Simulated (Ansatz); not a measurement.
**N2H4 (triplet): from Hartree-Fock to the top rungs at distance N1–H4 along a hydrogen transfer = 1.056 Å, cc-pVDZ**

The task here is to estimate one member of a computed series from the others.

Program: Ansatz 0.2.0, Gaussian basis. Level of theory: cc-pVDZ, core rule «outside noble gas», up to 2 orbitals frozen. These are calculated values, not measurements.

The runs, in order: UHF; CCSD(T) on ROHF; CCSD(T) on UHF; BCCD(T) on ROHF; CISD; CCSDT(Q) on ROHF; CCSDT(Q) on UHF; CASSCF and MRCISD+Q, 4 electrons in 4 orbitals; CASSCF and NEVPT2, 4 electrons in 4 orbitals; CASSCF and NEVPT2, 10 electrons in 10 orbitals.

2 further runs of the same task are left out: 1 that didn't finish, 1 set aside as unsound or not needed.

## The geometry

The geometry derives from fragments relaxed apart (PBE0/def2-TZVP) and kept rigid, so it is no stationary point. A hydrogen atom is moved between rigid fragments.

6 atoms, charge 0, spin multiplicity 3.

Atoms are counted from 1 here; the program's logs count them from 0.

Bond lengths: N1–H2 1.012 Å, N1–H3 1.012 Å, N1–H4 1.056 Å, H4–N5 1.304 Å, N5–H6 1.040 Å. Angles: H2–N1–H3 107.1°, H2–N1–H4 107.1°, H3–N1–H4 107.1°, N1–H4–N5 180.0°, H4–N5–H6 105.0°.

Set-up of the first run:

Contents of in.yaml:

```yaml
crystal:
  periodic: [false, false, false]
  atoms:
    - {symbol: N, position_ang: [-1.128747, 0.013798, -0.027687]}
    - {symbol: H, position_ang: [-1.426027, 0.981632, -0.027687]}
    - {symbol: H, position_ang: [-1.426026, -0.388500, 0.852572]}
    - {symbol: H, position_ang: [-0.072747, 0.013798, -0.027687]}
    - {symbol: N, position_ang: [1.231253, 0.013798, -0.027687]}
    - {symbol: H, position_ang: [1.500335, -0.990428, -0.027687]}
basis:
  gaussian: {orbitals: cc-pVDZ}
magnetization: {spin_polarized: true, initial_magnetization: 2}
hamiltonian: {xc: hf}
output: {orbitals: {seedname: orbitals}}
```

Started as:

```bash
$ ansatz run in.yaml --threads 1 --pin off --events-out ev --progress --plain --max-ram 2393MiB
```

Among the steps run: UHF; CCSD(T) on ROHF; CCSD(T) on UHF; BCCD(T) on ROHF; CISD; CCSDT(Q) on ROHF; CCSDT(Q) on UHF; CASSCF and MRCISD+Q, 4 electrons in 4 orbitals; CASSCF and NEVPT2, 4 electrons in 4 orbitals; CASSCF and NEVPT2, 10 electrons in 10 orbitals.

One of the session's tables, all rows but one given; the rest of the session is left out.

```
        method  from UCCSDT(Q) (kcal/mol)
          ROHF                    +225.14
           UHF                    +218.95
          RMP2                     +27.25
          UMP2                     +27.23
          CISD                     +23.35
         RCCSD                      +5.52
         UCCSD                      +5.39
      RCCSD(T)                      +0.86
      UCCSD(T)                          ?
       BCCD(T)                      +0.86
        RCCSDT                      +0.40
        UCCSDT                      +0.37
     RCCSDT(Q)                      +0.04
     UCCSDT(Q)                          0
   CASSCF pair                    +212.97
   NEVPT2 pair                     +27.62
CASSCF valence                    +163.03
NEVPT2 valence                     +29.80
```

Estimate the missing values for UCCSD(T).

The run gave: from UCCSDT(Q) (kcal/mol): +0.84. In the column «from UCCSDT(Q) (kcal/mol)» it lies between RCCSDT (+0.40) and RCCSD(T) (+0.86).

Not comparable, so not listed: CASSCF and MRCISD+Q, 4 electrons in 4 orbitals (they don't share determinant, frozen orbitals or solution with the rows shown, or repeat one).

Caveats from the session: Restricted and unrestricted rows rest on different reference determinants; where their highest levels disagree by more than a few hundredths of an eV, they describe different states and don't form one ladder. Warnings in the runs' records: passed over end.
